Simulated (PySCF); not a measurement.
These are PySCF with PBE-D3(BJ)/def2-TZVP // r2SCAN-D4/def2-TZVP values and carry that method's errors. Gas-phase values, no solvent. Delta-SCF ions had no search for a lower state. Excitations are Tamm–Dancoff values on a coarser integration grid. The basis has no diffuse functions, so Rydberg states are missing or too high.

Reference species (SMILES): `C1=CO1` (neutral, multiplicity 1).

The T1 excitation (TDA) is 2.28 eV, the vertical ionisation energy (Delta-SCF) is 8.58 eV and the HOMO is -4.35 eV. The dipole moment is 2.29 D.

Changed species: `C=C=O`.

**Question.** What does the change do to the T1 excitation (TDA), vertical ionisation energy (Delta-SCF), HOMO and dipole moment?

**Answer.** the T1 excitation (TDA) rises by 1.21 eV, to 3.49 eV; the vertical ionisation energy (Delta-SCF) increases by 1.14 eV, to 9.72 eV; the HOMO drops by 1.52 eV, to -5.87 eV; the dipole moment falls by 0.92 D, to 1.37 D.
